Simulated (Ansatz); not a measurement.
We consider bcc W, described by LDA+SOC (plane waves, PAW; Ansatz, a first-principles code).

Run with plane-wave cutoff 520 eV, 28×28×28 k mesh, Fermi–Dirac smearing 0.093 eV (set by the program), PAW data made under PBE.

Cell (relaxed at this level):

```
W
1.0
   -1.56828     1.56828     1.56828
    1.56828    -1.56828     1.56828
    1.56828     1.56828    -1.56828
W
1
Direct
  0.00000   0.00000   0.00000
```

**Question.** Predict the elastic constant C44, polycrystal shear modulus (Hill average), elastic constant C11, Poisson ratio and elastic constant C12.

**Answer.** 
* **elastic constant C44**: 153 GPa
* **polycrystal shear modulus (Hill average)**: 158 GPa
* **elastic constant C11**: 553 GPa
* **Poisson ratio**: 0.295
* **elastic constant C12**: 223 GPa

Measured, for comparison: elastic constant C44 163 GPa, elastic constant C11 533 GPa, elastic constant C12 205 GPa (0 K, extrapolated to 0 K; zero-point effects included; as tabulated in Wang et al. (2022), arXiv:2209.12322). Computed (rounded) less measured: elastic constant C44 -6 %, elastic constant C11 +4 %, elastic constant C12 +9 %.

Note: shear constants of such metals converge slowly with the k mesh.

Elastic constants are with the ions relaxed.

Static lattice: no zero-point or thermal effects.
